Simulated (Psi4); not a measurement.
# P2H2 (phosphanylidenephosphane): FNO-MP4/jun-cc-pV(D+d)Z (sfX2C, density fitting)

What is the energy change on altering one bond length of P2H2 (phosphanylidenephosphane) at FNO-MP4/jun-cc-pV(D+d)Z (sfX2C, density fitting)? 

The results are computed with Psi4 1.11.

4 further runs of the same task are left out: 1 that didn't finish, 3 set aside as unsound or not needed.

**1. Starting point**

The species is P2H2 (4 atoms), meant as a singlet with charge 0. SMILES: `[H]/P=P/[H]`. The coordinates come from a GFN2-xTB relaxation.

Bond lengths: P1–P2 2.016 Å, P1–H3 1.403 Å, P2–H4 1.403 Å. Angles: P1–P2–H4 94.8°, P2–P1–H3 94.8°.

**2. The energy at FNO-MP4/jun-cc-pV(D+d)Z (sfX2C, density fitting)**

File calc.in:

```
memory 1.6 GB

molecule geom {
  0 1
  P     -0.024370    -1.003630     0.088350
  P      0.024420     1.003540    -0.088260
  H      1.037260    -1.067570     1.003320
  H     -1.037310     1.067660    -1.003410
  units angstrom
  no_reorient
  no_com
}

set scf_type df
set freeze_core true
set relativistic x2c

energy_value, wavefunction = energy("fno-mp4/jun-cc-pV(D+d)Z", return_wfn=True)
```

Command:

```
$ psi4 -n 1 calc.in calc.out
```

calc.out:

```text
[...]
  Running in c1 symmetry.
[...]
  Nuclear repulsion =   76.759456495580409
[...]
  Multiplicity = 1
[...]
  Nalpha       = 16
  Nbeta        = 16
[...]
    Number of basis functions: 64
[...]
    WARNING: The X2C and Dirac Hamiltonians have substatially different eigenvalues!
             This is probably caused by the recontraction of the basis set.
[...]
   @DF-RHF iter   1:  -684.05713941779504   -4.41012e-01   2.27566e-03 DIIS/ADIIS
[...]
   @DF-RHF iter  10:  -684.08121849302734   -4.54747e-12   7.03257e-09 DIIS
[...]
    Orbital Energies [Eh]
    ---------------------
    Doubly Occupied:
       1A    -80.217505     2A    -80.217489     3A     -7.552539
       4A     -7.552173     5A     -5.414566     6A     -5.413942
       7A     -5.413917     8A     -5.413775     9A     -5.413193
      10A     -5.412691    11A     -0.920420    12A     -0.727333
      13A     -0.493969    14A     -0.490618    15A     -0.368084
      16A     -0.356840
[...]
  @DF-RHF Final Energy:  -684.08121849302734
   => Energetics <=
    Nuclear Repulsion Energy =             76.7594564955804088
    One-Electron Energy =               -1098.9232468805935241
    Two-Electron Energy =                 338.0825718919857650
    Total Energy =                       -684.0812184930273361
[...]
 Multipole Moments:
 ------------------------------------------------------------------------------------
     Multipole            Electronic (a.u.)      Nuclear  (a.u.)        Total (a.u.)
 ------------------------------------------------------------------------------------
 L = 1.  Multiply by 2.5417464519 to convert [e a0] to [Debye]
 Dipole X            :         -0.0012780            0.0013228            0.0000448
 Dipole Y            :          0.0023474           -0.0023811           -0.0000337
 Dipole Z            :         -0.0023377            0.0023811            0.0000434
 Magnitude           :                                                    0.0000709
[...]
      * MP2 total energy:                   -684.320568848191
[...]
      * MP2 total energy:                   -684.320568848191
[...]
      * MP3 total energy:                   -684.351049366094
[...]
```

Run time: 7.2 s. Hardware: 1 thread of Intel Xeon Platinum 8259CL at 2.50GHz (Skylake/Cascade Lake), shared host; peak memory 0.37 GiB.

**3. The distorted shape at the same level**

File input.json:

```json
{
 "schema_name": "qcschema_input",
 "schema_version": 1,
 "molecule": {
  "schema_name": "qcschema_molecule",
  "schema_version": 2,
  "symbols": ["P", "P", "H", "H"],
  "geometry": [-0.24672264, -1.88449914, -0.00599232, -0.15452291, 1.90850244, -0.33973685, 1.96013732, -2.01741492, 1.89600002, -2.16090182, 2.02967168, -2.06911972],
  "molecular_charge": 0,
  "molecular_multiplicity": 1,
  "fix_com": true,
  "fix_orientation": true
 },
 "driver": "energy",
 "model": {
  "method": "fno-mp4",
  "basis": "jun-cc-pV(D+d)Z"
 },
 "keywords": {
  "reference": "rhf",
  "scf_type": "df",
  "freeze_core": true,
  "relativistic": "x2c"
 }
}
```

Command:

```
$ psi4 --qcschema input.json -n 1 --memory 1600MB
```

stdout:

```text
[...]
  Running in c1 symmetry.
[...]
  Nuclear repulsion =   76.135615734976298
[...]
  Multiplicity = 1
[...]
  Nalpha       = 16
  Nbeta        = 16
[...]
    Number of basis functions: 64
[...]
    WARNING: The X2C and Dirac Hamiltonians have substatially different eigenvalues!
             This is probably caused by the recontraction of the basis set.
[...]
   @DF-RHF iter   1:  -684.05120842866188   -5.03725e-01   2.27618e-03 ADIIS/DIIS
[...]
   @DF-RHF iter  12:  -684.07569634128311   -1.47793e-12   3.54343e-09 DIIS
[...]
    Orbital Energies [Eh]
    ---------------------
    Doubly Occupied:
       1A    -80.228488     2A    -80.218911     3A     -7.560341
       4A     -7.553751     5A     -5.421993     6A     -5.421822
       7A     -5.420800     8A     -5.415504     9A     -5.415215
      10A     -5.414394    11A     -0.916063    12A     -0.713072
      13A     -0.494473    14A     -0.477919    15A     -0.368366
      16A     -0.358155
[...]
  @DF-RHF Final Energy:  -684.07569634128311
   => Energetics <=
    Nuclear Repulsion Energy =             76.1356157349762981
    One-Electron Energy =               -1097.6240894540715090
    Two-Electron Energy =                 337.4127773778120059
    Total Energy =                       -684.0756963412832192
[...]
 Multipole Moments:
 ------------------------------------------------------------------------------------
     Multipole            Electronic (a.u.)      Nuclear  (a.u.)        Total (a.u.)
 ------------------------------------------------------------------------------------
 L = 1.  Multiply by 2.5417464519 to convert [e a0] to [Debye]
 Dipole X            :          6.1631057           -6.2194478           -0.0563420
 Dipole Y            :         -0.3488941            0.3723063            0.0234122
 Dipole Z            :          5.3083205           -5.3590573           -0.0507368
 Magnitude           :                                                    0.0793522
[...]
      * MP2 total energy:                   -684.316110621389
[...]
      * MP2 total energy:                   -684.316110621389
[...]
      * MP3 total energy:                   -684.346749158302
[...]
```

The result, in JSON:

```text
{
 "driver": "energy",
 "model": {
  "method": "fno-mp4",
  "basis": "jun-cc-pV(D+d)Z"
 },
 "success": true,
 "return_result": -684.36176492564,
 "properties": {
  "calcinfo_nbasis": 64,
  "calcinfo_nmo": 64,
  "calcinfo_nalpha": 16,
  "calcinfo_nbeta": 16,
  "calcinfo_natom": 4,
  "nuclear_repulsion_energy": 76.1356157349763,
  "return_energy": -684.36176492564,
  "scf_one_electron_energy": -1097.6240894540715,
  "scf_two_electron_energy": 337.412777377812,
  "scf_dipole_moment": [-0.05634203672847882, 0.023412155388936373, -0.050736792657529506],
  "scf_total_energy": -684.0756963412831,
  "scf_iterations": 12,
  "mp2_same_spin_correlation_energy": -0.05323956682206516,
  "mp2_opposite_spin_correlation_energy": -0.18717471328392557,
  "mp2_singles_energy": 0.0,
  "mp2_doubles_energy": -0.24041428010599072,
  "mp2_correlation_energy": -0.24041428010599072,
  "mp2_total_energy": -684.316110621389
 }
}
```

Run time: 7.5 s. Hardware: 1 thread of Intel Xeon Platinum 8259CL at 2.50GHz (Skylake/Cascade Lake), shared host; peak memory 0.37 GiB.

**4. Outcome**

At FNO-MP4/jun-cc-pV(D+d)Z (sfX2C, density fitting), 10 core orbitals frozen:

```
                                                         quantity          value
                                        first shape: total energy  -684.36562 Eh
                 first shape: HOMO energy (Hartree–Fock orbitals)       -9.71 eV
                 first shape: LUMO energy (Hartree–Fock orbitals)        0.10 eV
               first shape: HOMO–LUMO gap (Hartree–Fock orbitals)        9.81 eV
        first shape: correlation energy (10 core orbitals frozen)     -284.4 mEh
                                    distorted shape: total energy  -684.36176 Eh
             distorted shape: HOMO energy (Hartree–Fock orbitals)       -9.75 eV
             distorted shape: LUMO energy (Hartree–Fock orbitals)        0.08 eV
           distorted shape: HOMO–LUMO gap (Hartree–Fock orbitals)        9.83 eV
    distorted shape: correlation energy (10 core orbitals frozen)     -286.1 mEh
energy change with the P1–H3 bond stretched from 1.403 to 1.543 Å       0.105 eV
```

**Reading.** With the P1–H3 bond stretched from 1.403 to 1.543 Å the energy rises by 0.10 eV (2.4 kcal/mol). The first shape isn't relaxed at this level, so the change isn't measured from a minimum.
